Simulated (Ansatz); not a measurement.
# How far each method lies from RCCSDT(Q) for C2H6O, singlet

Geometry: MP2(full)/6-31G*, from the G2/97 set.

```xyz
9

C     0.0000    1.1657   -0.2516
O     0.0000    0.0000    0.5485
C     0.0000   -1.1657   -0.2516
H     0.0000    2.0178    0.4286
H     0.8918    1.2143   -0.8921
H    -0.8918    1.2143   -0.8921
H     0.0000   -2.0178    0.4286
H    -0.8918   -1.2143   -0.8921
H     0.8918   -1.2143   -0.8921
```

Basis 6-31G; Ansatz 0.2.0. Correlated methods freeze the noble-gas cores, which leaves 20 electrons in 36 orbitals. Prefix R: restricted or restricted open-shell reference. Active spaces: frontier = (8e, 8o) about the gap.

Full CI isn't at hand for all of this; RCCSDT(Q) serves as the reference, and is uncertain by about the last step of the cluster series.

- UHF ⟨S²⟩: 0.000
- T1 diagnostic (RCCSD): 0.0091
- largest doubles amplitude (RCCSD): 0.029

Task: From what is known of these methods and the diagnostics, rank them by the size of their error in total energy against RCCSDT(Q) in 6-31G, smallest first (an estimate: the text doesn't fix the numbers).
A. MRCISD+Q (frontier space)
B. CISD
C. CASSCF (frontier space)
D. RCCSDT
E. MRCISD (frontier space)

Result: D (0.46 kcal/mol), A (1.98 kcal/mol), E (12.45 kcal/mol), B (26.00 kcal/mol), C (137.27 kcal/mol).

All errors are against RCCSDT(Q) in 6-31G. Within each family the higher level lies nearer, as is usual though not guaranteed.

Atomization energy (electronic, same basis, no zero-point term; atoms at the same level, unrestricted beside the R rows where the molecule is a closed shell, with restricted open-shell steps beyond CCSDT(Q)) at RCCSDT(Q): 2833.8 kJ/mol. Errors of other levels:

| level | error (kJ/mol) |
| --- | --- |
| RHF | -556.8 |
| RMP2 | -9.0 |
| CISD | -102.0 |
| RCCSD | -16.9 |
| RCCSD(T) | -2.3 |
| BCCD(T) | -2.0 |
| RCCSDT | -1.9 |

This basis is far from its limit, so the value isn't to be set against a measured one. Truncated CI isn't size-consistent, which counts against it in atomization.
